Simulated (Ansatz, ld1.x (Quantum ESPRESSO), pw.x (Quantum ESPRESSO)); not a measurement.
From atom to crystal: PAW potential for Ni

ld1.x (Quantum ESPRESSO) 7.5 input, shortened:

```
&input
   title='Ni', zed=28., rel=1, dft='PBE', iswitch=3,
   config='[Ar] 3d8 4s2 4p0'
 /
 &inputp
   pseudotype=3, lpaw=.true., tm=.true., lloc=-1, rcloc=1.85,
   nlcc=.true., new_core_ps=.true., rcore=0.95,
   which_augfun='BESSEL', rmatch_augfun=0.95
 /
6
3S  1  0   2.00   0.00  1.00  1.20  0.0
4S  2  0   2.00   0.00  1.00  1.20  0.0
3P  2  1   6.00   0.00  1.10  1.20  0.0
4P  3  1   0.00   0.00  1.10  1.20  0.0
3D  3  2   8.00   0.00  1.70  1.90  0.0
3D  3  2   0.00   1.15  1.70  1.90  0.0
 &test
   configts(1)='3s2 3p6 3d8 4s2 4p0'
 /
```

Atomic tests: cutoffs needed: 70 Ry and 110 Ry (the cutoffs (Ry, on a coarse ladder) from which the occupation-weighted sum of valence levels, in a spherical-Bessel basis at the reference potential, stays within 10 and 1 mRy of its value at 400 Ry); ghost test: no extra level below or beside the all-electron valence levels (s, p, d, f tested) (spherical-Bessel basis up to 400 Ry, 20 bohr box); largest excitation error: -16 meV (all-electron minus pseudo) for 3s2 3p6 3d7 4s0 4p0, out of 7 test configurations.

Crystal test: fcc Ni in pw.x 7.5, no spin, 16³ k-points, Fermi–Dirac smearing 0.01 Ry, cutoffs 135/900 Ry. The reference is all-electron LAPW (Ansatz 0.2.0) with the same functional, mesh and smearing; V0 and B0 come from Birch–Murnaghan fits to the pressures at five volumes. Errors are pseudo minus all-electron; Δ is the rms difference of the E(V) curves that follow from these fits, minima aligned, over ±6 % about the mean V0. Mesh and smearing are coarse, so the numbers serve the comparison and aren't converged zero-temperature values; the lattice is a test structure that the element need not adopt. Spin polarisation and strong correlation are left out, which matters for this element.

All-electron: a0 = 3.517 Å (V0 = 10.88 Å³/atom), B0 = 198.9 GPa.

Question: How far does the potential miss the all-electron equation of state?

Answer: mean pressure error (GPa): +1.16; a0 (Å): 3.524; a0 error (%): +0.20; B0 error (%): -0.8; Δ (meV/atom): 2.8.

```csv
V (Å³/atom),P all-electron (GPa),P pseudo (GPa)
10.360,10.94,12.32
10.632,4.80,6.02
10.905,-0.50,0.70
11.178,-5.07,-4.02
11.450,-9.00,-8.04
```

Question: At the middle volume, how do free energy and pressure move when the wave cutoff is lowered (ecutrho held at 900 Ry)?

Answer:

```
cutoff (Ry)  shift of F (meV/atom)  shift of P (GPa)
         61                 +290.9             -7.20
         81                  +66.6             -4.20
        108                   +7.0             +0.24
```

The 8 pw.x runs together took about 13 min on one core of a shared server CPU.
